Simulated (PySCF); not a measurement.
H2O, SMILES O.

Geometry: TPSSh-D3(BJ)/def2-TZVPD.

These are CAM-B3LYP/def2-TZVPD run with PySCF values and carry that method's errors.

Symmetry labels are those of the subgroup C2v that the program uses (full group C2v).

### Question
List the valence orbital energies around the gap with their symmetry. (An estimate is asked for; the answer gives what the named calculation found.)

### Answer

```json
[
 {"orbital": "HOMO−4", "symmetry": "A1", "energy (eV)": "-522.72"},
 {"orbital": "HOMO−3", "symmetry": "A1", "energy (eV)": "-29.87"},
 {"orbital": "HOMO−2", "symmetry": "B2", "energy (eV)": "-16.50"},
 {"orbital": "HOMO−1", "symmetry": "A1", "energy (eV)": "-12.71"},
 {"orbital": "HOMO", "symmetry": "B1", "energy (eV)": "-10.67"},
 {"orbital": "LUMO", "symmetry": "A1", "energy (eV)": "0.65"},
 {"orbital": "LUMO+1", "symmetry": "B2", "energy (eV)": "1.99"},
 {"orbital": "LUMO+2", "symmetry": "B1", "energy (eV)": "2.75"},
 {"orbital": "LUMO+3", "symmetry": "A1", "energy (eV)": "2.79"}
]
```
